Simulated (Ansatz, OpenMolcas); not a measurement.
Worked example: vertical ionisation energy of NO (nitric oxide)

NO has 2 atoms, charge 0, and is taken as a doublet. SMILES: `[N]=O`. The shape is that of a PBE0-D4/def2-TZVP optimisation.

```xyz
2

N    -0.4836    0.1770   -0.2440
O     0.4836   -0.1770    0.2440
```

Both states at this one shape; open shells run unrestricted unless said. 1 Eh = 27.2114 eV.

```
                                 level     program  doublet NO (Eh)  singlet NO+ (Eh)
                    USVWN5/def2-TZVPPD  OpenMolcas      -128.975404       -128.611556
                         UBHLYP/STO-3G      Ansatz      -128.064916       -127.730993
                      U-wB97M-V/STO-3G      Ansatz      -128.129919       -127.819164
UB2PLYP/STO-3G, 2 core orbitals frozen      Ansatz      -127.964851       -127.671072
```

Problem. Work out the vertical ionisation energy at each level.

Solution. 
1. USVWN5/def2-TZVPPD: -128.611556 − (-128.975404) = 0.363848 Eh = 9.90 eV.
2. UBHLYP/STO-3G: -127.730993 − (-128.064916) = 0.333923 Eh = 9.09 eV.
3. U-wB97M-V/STO-3G: -127.819164 − (-128.129919) = 0.310755 Eh = 8.46 eV.
4. UB2PLYP/STO-3G: -127.671072 − (-127.964851) = 0.293779 Eh = 7.99 eV.

No measured value is set beside it here; the levels span 7.99 to 9.90 eV. Minimal sets are far from the basis-set limit.
